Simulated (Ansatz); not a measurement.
# H2B–O, doublet: reading a ladder of total energies

Geometry: a PBE0/def2-TZVP stationary point for this spin, not checked as a minimum.

```xyz
4

B     0.0000    0.0000    0.6689
O     0.0000    0.0000   -0.6123
H     0.0000    1.0503    1.2721
H     0.0000   -1.0503    1.2721
```

Basis cc-pVTZ; Ansatz 0.2.0. Only valence electrons are correlated (noble-gas cores frozen), which leaves 11 electrons in 86 orbitals. R marks a restricted (for open shells ROHF) determinant, U an unrestricted one.

Full CI isn't at hand for all of this; UCCSDT(Q) serves as the reference, and is uncertain by the last step of the cluster series or more.

UCCSD has a T1 diagnostic of 0.040 and a largest doubles amplitude of 0.05.

Runs differ by some tens of microhartree through their thresholds and, for an open shell, their frozen cores, so steps under 0.03 kcal/mol mean nothing.

```json
{"level": "UHF", "total energy (hartree)": "-100.739534"}
{"level": "UMP2", "total energy (hartree)": "-101.035547"}
{"level": "UCCSD", "total energy (hartree)": "-101.065530"}
{"level": "UCCSD(T)", "total energy (hartree)": "-101.076947"}
{"level": "UCCSDT", "total energy (hartree)": "-101.078240"}
{"level": "UCCSDT(Q)", "total energy (hartree)": "-101.078907"}
```

**Question.** What is the correlation energy at UCCSDT(Q), and what share of it do UMP2 and UCCSD recover?

**Answer.** E(corr) = -101.078907 − (-100.739534) = -0.339373 hartree = -9.235 eV. UMP2: -0.296013 / -0.339373 = 87.22 %. UCCSD: -0.325996 / -0.339373 = 96.06 %.

**Question.** By how many kcal/mol does UCCSD(T) miss UCCSDT(Q) (1 hartree = 627.509 kcal/mol), and which steps make up the rest?

**Answer.** -101.076947 − (-101.078907) = 0.001960 hartree = 1.23 kcal/mol. Steps: UCCSDT − UCCSD(T) = -0.81, UCCSDT(Q) − UCCSDT = -0.42 kcal/mol. Differences between like states or geometries often cancel part of this.
